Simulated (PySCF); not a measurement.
Bonds: C1-C2 1.342 Å, C2-C3 1.451 Å, C3-C4 1.352 Å, C4-C5 1.456 Å, C5-N6 1.276 Å. C1 carries H7, H8; C2 carries H9; C3 carries H10; C4 carries H11; C5 carries H12; N6 carries H13.

Gas phase, one computed conformer, non-relativistic. Shielding tensors at PBE0/pcSseg-1 (GIAO); PBE0-D3(BJ)/def2-SVP geometry; PySCF 2.14.

References, each an isolated molecule treated in the same way: $^{13}$C, $^{1}$H vs TMS; NH3 for $^{15}$N.

| atoms | nucleus | count | δ (ppm) |
| --- | --- | --- | --- |
| H8 | $^{1}$H | 1 | 5.65 |
| C3 | $^{13}$C | 1 | 146.3 |
| H11 | $^{1}$H | 1 | 6.28 |
| C5 | $^{13}$C | 1 | 170.3 |
| H12 | $^{1}$H | 1 | 8.85 |
| C4 | $^{13}$C | 1 | ? |
| H9 | $^{1}$H | 1 | 7.14 |
| H10 | $^{1}$H | 1 | ? |
| C2 | $^{13}$C | 1 | 138.9 |
| N6 | $^{15}$N | 1 | 375.9 |
| H13 | $^{1}$H | 1 | 10.60 |
| H7 | $^{1}$H | 1 | ? |
| C1 | $^{13}$C | 1 | ? |

**Question.** Complete the table.

**Answer.** 
- C4: 140.0 ppm, carbon bonded to 2 C, H
- C1: 130.4 ppm, carbon bonded to C, 2 H
- H10: 6.58 ppm, hydrogen on a carbon bonded to 2 C
- H7: 5.64 ppm, hydrogen on a carbon bonded to C

OH and NH positions are those of a molecule without intermolecular hydrogen bonds; in solution they move with solvent, concentration and temperature, and exchange usually removes their couplings. Shifts are as computed. Against solution values, carbons near 30 ppm lie about +2 ppm off and those near 130 ppm about +5 ppm. Of 1211 compounds with measured shifts, 218 miss one by over three times the rms of a fit or turn the order of signals round; such compounds aren't used in these exercises. Experimental scales use liquid or dissolved standards, which lie at an offset from isolated NH3 (liquid NH3: subtract about 20 ppm). Unscaled 15N shifts of sp2 nitrogen come out 20 to 40 ppm too high even then.
